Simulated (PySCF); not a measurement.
Metal–ligand bonds in Ta(F)4–Y. Isolated molecules, 0 K electronic values unless said otherwise. One relaxed conformer stands for each flexible species; it need not be the lowest. Multiplicities are imposed; where one is given, others were not computed. Strings in code marks are SMILES.

Level of theory: B3LYP-D3(BJ)/def2-TZVP // PBE-D3(BJ)/def2-SVP (PySCF). All candidates: neutral, multiplicity 2. B3LYP has the VWN-RPA correlation part, as in Gaussian. 

```
Property                         Result
-----------------------------  --------
highest occupied spin orbital  -7.17 eV
dipole moment                    0.86 D
```

**Question.** Which member has these values?
A. `[NH2]`
B. `[SH]`
C. `C[O]`
D. `[OH]`

**Answer.** B, `[SH]`. The others give `[NH2]`: -8.57 eV, 1.96 D; `C[O]`: -7.51 eV, 2.07 D; `[OH]`: -8.82 eV, 1.78 D
